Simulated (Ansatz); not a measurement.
Run this with the Ansatz DFT code, driven from Python and show what comes out.

Input file `ch5alo.xyz`:
```text
8

C    -0.72130    0.91680   -0.03510
Al    0.54500   -0.48910   -0.40730
O     0.44440   -2.04700    0.53830
H    -0.15900    1.88980    0.26740
H    -1.45940    0.63240    0.74070
H    -1.34840    1.18800   -0.97110
H     1.69720   -0.28290   -1.52090
H     1.09370   -1.86520    1.33220
```

`adiabatic_ch5alo.py`:
```python
"""How CH5AlO relaxes after losing an electron."""

import ansatz as az
import numpy as np

params = {
    "basis": "def2-SVP",
    "functional": "r2scan",
    "net_charge": 1,
}


def main() -> None:
    geometry = az.Crystal.molecule_from_extxyz("ch5alo.xyz")

    setup = (
        geometry.calculation()
        .basis(gaussian=params["basis"])
        .functional(params["functional"])
        .accuracy("medium")
    )
    symbols = [site.symbol for site in geometry.cartesian_sites]
    start = np.array([site.position_ang for site in geometry.cartesian_sites], dtype=float)
    summary = setup.relax(force_tolerance=0.01, max_steps=100).run(threads=1).report
    end = np.array(summary["positions_ang"])

    minimum = az.Crystal.molecule()
    for symbol, place in zip(symbols, end):
        minimum = minimum.atom(symbol, place.tolist())
    ion = (
        minimum.calculation()
        .basis(gaussian=params["basis"])
        .functional(params["functional"])
        .accuracy("medium")
        .charge(params["net_charge"])
        .spin("collinear", total=1)
    )
    vertical = ion.run(threads=1).report
    settled = ion.relax(force_tolerance=0.01, max_steps=80).run(threads=1).report
    print(f"vertical ionisation energy   {vertical['free_energy_ev'] - summary['free_energy_ev']:.3f} eV")
    print(f"adiabatic, no zero point     {settled['free_energy_ev'] - summary['free_energy_ev']:.3f} eV")
    print(f"relaxation energy of the ion {vertical['free_energy_ev'] - settled['free_energy_ev']:.3f} eV")
    ionised = np.array(settled["positions_ang"])
    print("final positions (A) and the move of each atom")
    for symbol, xyz, old in zip(symbols, ionised, end):
        print(f"{symbol:2s} {xyz[0]:10.5f} {xyz[1]:10.5f} {xyz[2]:10.5f}   {np.linalg.norm(xyz - old):7.4f}")


if __name__ == "__main__":
    main()
```

Output of `python adiabatic_ch5alo.py`:
```text
vertical ionisation energy   9.968 eV
adiabatic, no zero point     9.340 eV
relaxation energy of the ion 0.627 eV
final positions (A) and the move of each atom
C    -0.81215    1.00652   -0.05382    0.0490
Al    0.74571   -0.45372   -0.36839    0.2063
O     0.72601   -1.67314    0.71186    0.2375
H    -0.19629    1.88515    0.18591    0.1719
H    -1.30469    0.47834    0.77490    0.3354
H    -1.30623    1.00844   -1.03512    0.1063
H     1.53410    0.07658   -1.62370    0.5579
H     0.70574   -2.38538    1.35255    0.6529
```

Caveats:
- The settings weren't tested for convergence.
- The energies are electronic: no zero-point or thermal terms, and the basis set is short of its limit. The product may relax into another structure. The relaxation finds the nearest minimum, so the adiabatic value is an upper bound.
- It ran for 2.4 min on 1 thread of Arm Neoverse V1, on a shared host, peak memory 0.28 GiB.

(Lines on the test bed's own set-up are left out of the output.)
